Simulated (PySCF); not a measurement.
Run record: geometry optimisation, `P` (PH3).

Method: PBE0-D3(BJ)/def2-SVP geometry optimisation, gas phase (PySCF 2.14.0). Start geometry: GFN2-xTB. The input is one job of a driver script: a line of settings, then coordinates in Å.

Input:
```
{"job": {"xc": "PBE0", "basis": "def2-SVP", "d3": "d3bj", "grid": 1, "kind": "geom"}, "charge": 0, "multiplicity": 1}
P     -0.001477     0.003466     0.570380
H     -0.558658     1.008622    -0.205648
H      1.158342    -0.016325    -0.189555
H     -0.587973    -0.990990    -0.198030
```

Output:
```
step   0  E = -342.89502969  max force = 0.027720
step   1  E = -342.89718067  max force = 0.006563
step   2  E = -342.89728978  max force = 0.000985
step   3  E = -342.89729193  max force = 0.000029
optimisation converged
```

Energies in Eh; «max force» is the largest Cartesian gradient component in Eh/bohr.

Q: Give the first gradient maximum in eV/Å.

A: With 1 Eh/bohr = 51.422 eV/Å, 1.425 eV/Å.

Q: How much energy does the optimisation release, in kJ/mol?

A: E(step 0) − E(last step) = 0.002262 Eh, which is 5.9 kJ/mol.

In short: final energy -342.89729 Eh after 3 steps; dipole 0.91 D.

Q: Give the final coordinates.

A: 0.037 Å rms from the input after alignment:
```
atom  x, y, z in Å
P1    -0.0037    0.0053    0.5048
H2    -0.5815    1.0469   -0.2843
H3     1.1976   -0.0154   -0.2685
H4    -0.6119   -1.0250   -0.2763
```

On one thread, Intel Xeon 6975P-C (x86_64), shared host, this took 0.74 s and 0.24 GiB of memory at its peak.
Labels such as C1 count atoms from 1, the log's own numbers from 0.
